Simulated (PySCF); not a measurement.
# C2H2F4: the cost of one run

The runs use PySCF 2.14.0; levels as typed in each script, gas phase, geometry from GFN2-xTB.

## (1) The system as given

8 atoms, charge 0, spin multiplicity 1.

Bond lengths: F1–C2 1.346 Å, C2–F3 1.346 Å, C2–C4 1.541 Å, C2–H7 1.100 Å, C4–F5 1.346 Å, C4–F6 1.346 Å, C4–H8 1.100 Å. Angles: F1–C2–F3 107.2°, F1–C2–C4 109.4°, F1–C2–H7 109.2°, F3–C2–C4 109.4°, F3–C2–H7 109.3°, C4–C2–H7 112.2°, C2–C4–F5 109.4°, C2–C4–F6 109.4°, C2–C4–H8 112.2°, F5–C4–F6 107.2°, F5–C4–H8 109.2°, F6–C4–H8 109.3°.

Geometry (Å):

```xyz
8
charge 0, multiplicity 1
F    -1.3835    1.0828   -0.0916
C    -0.7000   -0.0001    0.3224
F    -1.3835   -1.0827   -0.0916
C     0.7000   -0.0001   -0.3224
F     1.3835    1.0828    0.0916
F     1.3835   -1.0827    0.0916
H    -0.6516   -0.0001    1.4216
H     0.6516   -0.0001   -1.4216
```

## (2) Response to an electric field (PBE/6-31g*)

Contents of input.py:

```python
import numpy as np
from pyscf import gto, scf, dft
from pyscf.scf import atom_ks, atom_hf
from scipy.linalg import block_diag

def solve(mol, dm0=None, hcore=None):
    mf = (dft.UKS if mol.spin else dft.RKS)(mol, xc='pbe')
    mf.grids.level = 3
    mf = mf.density_fit(auxbasis='def2-universal-jkfit')
    mf.conv_tol, mf.max_cycle = 1e-8, 80
    if hcore is not None:
        mf.get_hcore = lambda *args: hcore
    mf.kernel(dm0)
    if not mf.converged:
        mf = mf.newton().run(mf.mo_coeff, mf.mo_occ, max_cycle=30)
    assert mf.converged, 'SCF not converged'
    return mf

mol = gto.M(atom='''
F     -1.38347     1.08283    -0.09157
C     -0.70004    -0.00012     0.32236
F     -1.38347    -1.08274    -0.09157
C      0.70004    -0.00012    -0.32236
F      1.38347     1.08283     0.09157
F      1.38347    -1.08274     0.09157
H     -0.65161    -0.00006     1.42163
H      0.65161    -0.00006    -1.42163
''', basis='6-31g*', charge=0, spin=0, verbose=4)
field = np.array([-0.008, -0.0, -0.0])  # atomic units
mol.set_common_orig(mol.atom_charges() @ mol.atom_coords() / mol.atom_charges().sum())
mf = solve(mol)
out = dict(dm0=mf.make_rdm1(), d0=mf.dip_moment(unit='AU'), e0=mf.e_tot)
for name, sign in (('p', 1), ('m', -1)):
    h = mf.get_hcore() + sign * np.einsum('x,xij->ij', field, mol.intor('int1e_r'))
    mi = solve(mol, mf.make_rdm1(), h)
    out.update({'dm' + name: mi.make_rdm1(), 'd' + name: mi.dip_moment(unit='AU'), 'e' + name: mi.e_tot})
# spherically averaged free atoms, for the promolecule
atm = atom_ks.get_atm_nrks(mol, xc='pbe')
pro = block_diag(*[(atm[a[0]][2] * atm[a[0]][3]) @ atm[a[0]][2].T for a in mol._atom])
np.savez('result.npz', pro=pro, **out)
```

On the command line:

```sh
$ OMP_NUM_THREADS=1 python input.py
```

What time and memory should one allow on 1 thread of Intel Xeon Platinum 8259CL at 2.50GHz (Skylake/Cascade Lake), shared host?

About 33 s, with a peak of 0.38 GiB.
